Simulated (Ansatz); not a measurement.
# C3HF3: energies up the ladder

The task, for C3HF3: energies up the ladder.

Computed with Ansatz 0.2.0 (the levels named in each step, unless a step's input says otherwise).

**1. The structure to begin with**

Bond lengths: C1–C2 1.196 Å, C2–C3 1.458 Å, C3–F4 1.342 Å, C3–F5 1.341 Å, C3–F6 1.341 Å, C1–H7 1.051 Å. Angles: C1–C2–C3 179.8°, C2–C1–H7 179.7°, C2–C3–F4 112.0°, C2–C3–F5 112.0°, C2–C3–F6 111.8°, F4–C3–F5 106.8°, F4–C3–F6 106.9°, F5–C3–F6 106.9°.

Coordinates:

```xyz
7

C     2.2779    0.5850   -0.4415
C     1.1400    0.2922   -0.2180
C    -0.2485   -0.0636    0.0484
F    -0.5955   -1.2143   -0.5478
F    -1.1009    0.8743   -0.3909
F    -0.4808   -0.2193    1.3601
H     3.2787    0.8411   -0.6335
```

**2. A rough first relaxation, PBE-D4/def2-SVPD**

Input file input.yaml:

```yaml
crystal:
  periodic: [false, false, false]
  atoms:
    - { symbol: C, position_ang: [2.27788, 0.585, -0.44152] }
    - { symbol: C, position_ang: [1.13997, 0.2922, -0.21798] }
    - { symbol: C, position_ang: [-0.24855, -0.06365, 0.04844] }
    - { symbol: F, position_ang: [-0.59547, -1.21432, -0.54783] }
    - { symbol: F, position_ang: [-1.10091, 0.87434, -0.39089] }
    - { symbol: F, position_ang: [-0.4808, -0.21934, 1.36015] }
    - { symbol: H, position_ang: [3.27872, 0.84109, -0.63352] }
basis:
  gaussian: { orbitals: def2-SVPD }
hamiltonian:
  xc: pbe
  dispersion: d4
relax:
  f_tol: 0.03
  max_steps: 200
```

Command:

```sh
> ansatz run input.yaml --threads 4 --pin off --max-ram 10240MiB --backend cpu --events-out ev --progress --plain --runs-dir out
```

Output (excerpt; [...] marks lines left out):

```text
Warning: RAYON_NUM_THREADS=4 ignored (pool sized by the plan → 4); use --threads N
[...]
Functional definition: PBE
[...]
1126 factors; their error is unknown
[...]
mean field -11256.39524814 eV, -413.6648955106 hartree, gradient 6.7e-5 eV, S^2 0.000000; 0 other end points of the search recorded, 0 dependent functions left out
[...]
reference -11256.39529154 eV, -413.6648971055 hartree; 23, 23 occupied and 114, 114 virtual orbitals, 1126 factors
relax step   1: F+E_penalty+E_count = -11256.51217894 eV  Δ(F+E_penalty+E_count) = +0.000e0 eV  max|allowed force component| = 1.941e0 eV/Å  Δτ_max = 0.0000 Å  (27 SCF iters, accepted)
[...]
relax step   3: F+E_penalty+E_count = -11256.58146894 eV  Δ(F+E_penalty+E_count) = -4.529e-3 eV  max|allowed force component| = 7.462e-2 eV/Å  Δτ_max = 0.0072 Å  (31 SCF iters, accepted)
[...]
relax step   4: F+E_penalty+E_count = -11256.58154693 eV  Δ(F+E_penalty+E_count) = -7.799e-5 eV  max|allowed force component| = 2.655e-2 eV/Å  Δτ_max = 0.0007 Å  (24 SCF iters, accepted)
1126 factors; their error is unknown
mean field -11256.46532823 eV, -413.6674709063 hartree, gradient 1.2e-5 eV, S^2 0.000000; 1 other end points of the search recorded, 0 dependent functions left out
[...]
reference -11256.46537189 eV, -413.6674725108 hartree; 23, 23 occupied and 114, 114 virtual orbitals, 1126 factors
Total energy: -11256.58159059 eV, -413.6717434691 hartree
Atom 0 at     2.289850     0.587928    -0.443738 Å, force     0.003378    -0.001482     0.007463 eV/Å
Atom 1 at     1.130825     0.289793    -0.216829 Å, force    -0.021479    -0.003665    -0.003140 eV/Å
Atom 2 at    -0.264431    -0.068023     0.051890 Å, force     0.026548     0.005529    -0.003696 eV/Å
Atom 3 at    -0.601798    -1.233492    -0.557341 Å, force    -0.001828    -0.002562    -0.000456 eV/Å
Atom 4 at    -1.115469     0.889620    -0.397385 Å, force    -0.003312     0.002035    -0.000188 eV/Å
Atom 5 at    -0.487575    -0.222275     1.382183 Å, force    -0.002420    -0.000602     0.002879 eV/Å
Atom 6 at     3.319438     0.851769    -0.641929 Å, force    -0.000887     0.000747    -0.002862 eV/Å
Dipole moment:     0.481391     0.123542    -0.093035 e Å
```

Run time: 4.7 s. Hardware: 4 threads of Arm Neoverse V2, shared host; peak memory 0.16 GiB.

The steps of the relaxation:

```csv
step,E - E(step 1) (eV),largest force component (eV/Å)
1,0.0000,1.9412
2,-0.0648,0.3330
3,-0.0693,0.0746
4,-0.0694,0.0265
```

Step 1 is the start.

Before: Bond lengths: C1–C2 1.196 Å, C2–C3 1.458 Å, C3–F4 1.342 Å, C3–F5 1.341 Å, C3–F6 1.341 Å, C1–H7 1.051 Å. Angles: C1–C2–C3 179.8°, C2–C1–H7 179.7°, C2–C3–F4 112.0°, C2–C3–F5 112.0°, C2–C3–F6 111.8°, F4–C3–F5 106.8°, F4–C3–F6 106.9°, F5–C3–F6 106.9°.

After: Bond lengths: C1–C2 1.218 Å, C2–C3 1.465 Å, C3–F4 1.358 Å, C3–F5 1.358 Å, C3–F6 1.358 Å, C1–H7 1.081 Å. Angles: C1–C2–C3 179.8°, C2–C1–H7 179.8°, C2–C3–F4 111.3°, C2–C3–F5 111.3°, C2–C3–F6 111.3°, F4–C3–F5 107.5°, F4–C3–F6 107.5°, F5–C3–F6 107.5°.

**3. Relaxation, PBE0-D4/def2-TZVPPD**

Input file input.yaml:

```yaml
crystal:
  periodic: [false, false, false]
  atoms:
    - { symbol: C, position_ang: [2.2898503, 0.5879281, -0.4437376] }
    - { symbol: C, position_ang: [1.13082467, 0.28979316, -0.21682941] }
    - { symbol: C, position_ang: [-0.26443121, -0.06802284, 0.05188999] }
    - { symbol: F, position_ang: [-0.60179751, -1.23349157, -0.55734107] }
    - { symbol: F, position_ang: [-1.11546939, 0.88962004, -0.39738538] }
    - { symbol: F, position_ang: [-0.48757506, -0.22227545, 1.38218264] }
    - { symbol: H, position_ang: [3.3194382, 0.85176855, -0.64192917] }
basis:
  gaussian: { orbitals: def2-TZVPPD.json }
hamiltonian:
  xc: pbe0
  dispersion: d4
relax:
  f_tol: 0.002
  max_steps: 150
```

Command:

```sh
> ansatz run input.yaml --threads 4 --pin off --max-ram 10240MiB --backend cpu --events-out ev --progress --plain --runs-dir out
```

Output (excerpt; [...] marks lines left out):

```text
Warning: RAYON_NUM_THREADS=4 ignored (pool sized by the plan → 4); use --threads N
[...]
Functional definition: PBE0
[...]
1172 factors; their error is unknown
[...]
mean field -11269.02321109 eV, -414.1289645894 hartree, gradient 4.6e-5 eV, S^2 0.000000; 0 other end points of the search recorded, 0 dependent functions left out
[...]
reference -11269.02324970 eV, -414.1289660083 hartree; 23, 23 occupied and 225, 225 virtual orbitals, 1172 factors
relax step   1: F+E_penalty+E_count = -11269.11983518 eV  Δ(F+E_penalty+E_count) = +0.000e0 eV  max|allowed force component| = 1.833e0 eV/Å  Δτ_max = 0.0000 Å  (29 SCF iters, accepted)
[...]
relax step   6: F+E_penalty+E_count = -11269.18778966 eV  Δ(F+E_penalty+E_count) = -3.343e-6 eV  max|allowed force component| = 2.145e-3 eV/Å  Δτ_max = 0.0009 Å  (36 SCF iters, accepted)
[...]
mean field -11269.09050260 eV, -414.1314375066 hartree, gradient 1.9e-5 eV, S^2 0.000000; 1 other end points of the search recorded, 0 dependent functions left out
[...]
reference -11269.09054077 eV, -414.1314389094 hartree; 23, 23 occupied and 225, 225 virtual orbitals, 1172 factors
Total energy: -11269.18782831 eV, -414.1350141605 hartree
Atom 0 at     2.270210     0.582522    -0.438720 Å, force     0.000005    -0.000028     0.000065 eV/Å
Atom 1 at     1.132052     0.290427    -0.218541 Å, force     0.000004     0.000028    -0.000061 eV/Å
Atom 2 at    -0.258577    -0.066466     0.050445 Å, force     0.000015     0.000002     0.000043 eV/Å
Atom 3 at    -0.588205    -1.213384    -0.549449 Å, force    -0.000019     0.000010    -0.000013 eV/Å
Atom 4 at    -1.094202     0.876936    -0.391902 Å, force     0.000007    -0.000022    -0.000014 eV/Å
Atom 5 at    -0.474505    -0.217422     1.359847 Å, force    -0.000004    -0.000002     0.000006 eV/Å
Atom 6 at     3.284067     0.842707    -0.634831 Å, force    -0.000008     0.000012    -0.000025 eV/Å
Dipole moment:     0.460899     0.118284    -0.089154 e Å
```

Run time: 28 s. Hardware: 4 threads of Arm Neoverse V2, shared host; peak memory 0.64 GiB.

Step by step:

| step | E - E(step 1) (eV) | largest force component (eV/Å) |
| --- | --- | --- |
| 1 | 0.0000 | 1.8329 |
| 2 | -0.0617 | 0.4238 |
| 3 | -0.0678 | 0.0920 |
| 4 | -0.0679 | 0.0388 |
| 5 | -0.0680 | 0.0051 |
| 6 | -0.0680 | 0.0021 |
| 7 | -0.0680 | 0.0001 |

Step 1 is the start.

Before: Bond lengths: C1–C2 1.218 Å, C2–C3 1.465 Å, C3–F4 1.358 Å, C3–F5 1.358 Å, C3–F6 1.358 Å, C1–H7 1.081 Å. Angles: C1–C2–C3 179.8°, C2–C1–H7 179.8°, C2–C3–F4 111.3°, C2–C3–F5 111.3°, C2–C3–F6 111.3°, F4–C3–F5 107.5°, F4–C3–F6 107.5°, F5–C3–F6 107.5°.

After: Bond lengths: C1–C2 1.195 Å, C2–C3 1.461 Å, C3–F4 1.336 Å, C3–F5 1.336 Å, C3–F6 1.336 Å, C1–H7 1.065 Å. Angles: C1–C2–C3 180.0°, C2–C1–H7 180.0°, C2–C3–F4 111.2°, C2–C3–F5 111.2°, C2–C3–F6 111.2°, F4–C3–F5 107.7°, F4–C3–F6 107.7°, F5–C3–F6 107.7°.

**4. Frequencies, PBE0-D4/def2-TZVPPD**

Input file input.yaml:

```yaml
crystal:
  periodic: [false, false, false]
  atoms:
    - { symbol: C, position_ang: [2.27020952, 0.58252162, -0.43872032] }
    - { symbol: C, position_ang: [1.13205182, 0.29042738, -0.2185406] }
    - { symbol: C, position_ang: [-0.25857662, -0.06646561, 0.05044529] }
    - { symbol: F, position_ang: [-0.5882053, -1.21338398, -0.54944907] }
    - { symbol: F, position_ang: [-1.09420157, 0.8769359, -0.3919015] }
    - { symbol: F, position_ang: [-0.47450533, -0.21742221, 1.35984722] }
    - { symbol: H, position_ang: [3.28406748, 0.84270688, -0.63483101] }
basis:
  gaussian: { orbitals: def2-TZVPPD.json }
hamiltonian:
  xc: pbe0
  dispersion: d4
phonons: {}
```

Command:

```sh
> ansatz run input.yaml --threads 4 --pin off --max-ram 10240MiB --backend cpu --events-out ev --progress --plain --runs-dir out
```

Output (excerpt; [...] marks lines left out):

```text
Warning: RAYON_NUM_THREADS=4 ignored (pool sized by the plan → 4); use --threads N
[...]
[... 1 set-up line as earlier in the session ...]
[...]
1172 factors; their error is unknown
[...]
mean field -11269.09050260 eV, -414.1314375068 hartree, gradient 4.5e-5 eV, S^2 0.000000; 0 other end points of the search recorded, 0 dependent functions left out
[...]
reference -11269.09054078 eV, -414.1314389096 hartree; 23, 23 occupied and 225, 225 virtual orbitals, 1172 factors
[...]
1172 factors; their error is unknown
mean field -11269.09009679 eV, -414.1314225936 hartree, gradient 1.7e-6 eV, S^2 0.000000; 0 other end points of the search recorded, 0 dependent functions left out
[...]
reference -11269.09013497 eV, -414.1314239966 hartree; 23, 23 occupied and 225, 225 virtual orbitals, 1172 factors
[...]
1172 factors; their error is unknown
[...]
reference -11269.09053268 eV, -414.1314386122 hartree; 23, 23 occupied and 225, 225 virtual orbitals, 1172 factors
Total energy: -11269.18782832 eV, -414.1350141607 hartree
Atom 0 at     2.270210     0.582522    -0.438720 Å, force     0.000000    -0.000029     0.000067 eV/Å
Atom 1 at     1.132052     0.290427    -0.218541 Å, force     0.000008     0.000030    -0.000063 eV/Å
Atom 2 at    -0.258577    -0.066466     0.050445 Å, force     0.000017     0.000003     0.000043 eV/Å
Atom 3 at    -0.588205    -1.213384    -0.549449 Å, force    -0.000019     0.000010    -0.000013 eV/Å
Atom 4 at    -1.094202     0.876936    -0.391902 Å, force     0.000007    -0.000022    -0.000014 eV/Å
Atom 5 at    -0.474505    -0.217422     1.359847 Å, force    -0.000004    -0.000002     0.000005 eV/Å
Atom 6 at     3.284067     0.842707    -0.634831 Å, force    -0.000008     0.000011    -0.000025 eV/Å
Dipole moment:     0.460899     0.118284    -0.089154 e Å
Vibrations: 181.99 182.00 456.70 456.71 542.28 622.93 622.94 744.13 744.14 824.42 1187.48 1187.55 1262.69 2270.80 3478.26 cm⁻¹, zero-point energy 0.915314 eV
```

Run time: 1.9 min. Hardware: 4 threads of Arm Neoverse V2, shared host; peak memory 0.65 GiB.

Harmonic frequencies (cm⁻¹; negative: imaginary): 182, 182, 457, 457, 542, 623, 623, 744, 744, 824, 1187, 1188, 1263, 2271, 3478.

**5. Single point, PBE-D4/def2-TZVPPD**

Changes to input.yaml since step 4:

```diff
@@ -13,4 +13,3 @@
 hamiltonian:
-  xc: pbe0
+  xc: pbe
   dispersion: d4
-phonons: {}
```

Command:

```sh
> ansatz run input.yaml --threads 4 --pin off --max-ram 10240MiB --backend cpu --events-out ev --progress --plain --runs-dir out
```

Output:

```text
Warning: RAYON_NUM_THREADS=4 ignored (pool sized by the plan → 4); use --threads N
Engine: ansatz 0.2.0, aarch64-unknown-linux-gnu
[... 1 set-up line as earlier in the session ...]
  parameter kappa = 0.804
  parameter beta = 0.06672455060314922
  exchange = pbe_x(kappa = kappa, mu = beta*pi^2/3)
  correlation = pbe_c(beta = beta)
1172 factors; their error is unknown
mean field evaluation 1: about -11262.2895 eV, gradient 5.9e1 eV
mean field evaluation 2: about -11255.4736 eV, gradient 8.1e1 eV
mean field evaluation 4: about -11268.7345 eV, gradient 1.3e1 eV
mean field evaluation 8: about -11269.1254 eV, gradient 2.3e-1 eV
mean field evaluation 16: about -11269.1051 eV, gradient 2.1e-4 eV
mean field -11269.10508021 eV, -414.1319732239 hartree, gradient 4.1e-5 eV, S^2 0.000000; 0 other end points of the search recorded, 0 dependent functions left out
reference -11269.10513329 eV, -414.1319751747 hartree; 23, 23 occupied and 225, 225 virtual orbitals, 1172 factors
Total energy: -11269.22224495 eV, -414.1362789489 hartree
```

Wall time 1.8 s (4 threads of Arm Neoverse V2, shared host); peak memory 0.25 GiB.

**6. Single point, r2SCAN-D4/def2-TZVPPD**

Changes to input.yaml since step 5:

```diff
@@ -13,3 +13,3 @@
 hamiltonian:
-  xc: pbe
+  xc: r2scan
   dispersion: d4
```

Command:

```sh
> ansatz run input.yaml --threads 4 --pin off --max-ram 10240MiB --backend cpu --events-out ev --progress --plain --runs-dir out
```

Output:

```text
Warning: RAYON_NUM_THREADS=4 ignored (pool sized by the plan → 4); use --threads N
[... 1 set-up line as earlier in the session ...]
Functional definition: r2SCAN
  parameter k0 = 0.174
  parameter k1 = 0.065
  parameter a1 = 4.9479
  exchange = r2scan_x(k0 = k0, k1 = k1, a1 = a1)
  correlation = r2scan_c
1172 factors; their error is unknown
mean field evaluation 1: about -11269.8014 eV, gradient 5.6e1 eV
mean field evaluation 2: about -11266.7816 eV, gradient 6.8e1 eV
mean field evaluation 4: about -11275.3484 eV, gradient 8.2e0 eV
mean field evaluation 8: about -11275.5100 eV, gradient 2.2e-1 eV
mean field evaluation 16: about -11275.4881 eV, gradient 2.1e-4 eV
mean field -11275.48810109 eV, -414.3665449148 hartree, gradient 1.7e-5 eV, S^2 0.000000; 0 other end points of the search recorded, 0 dependent functions left out
reference -11275.48811849 eV, -414.3665455542 hartree; 23, 23 occupied and 225, 225 virtual orbitals, 1172 factors
Total energy: -11275.51696292 eV, -414.3676055675 hartree
```

Run time: 3.4 s. Hardware: 4 threads of Arm Neoverse V2, shared host; peak memory 0.27 GiB.

[end of part 1 of 2]
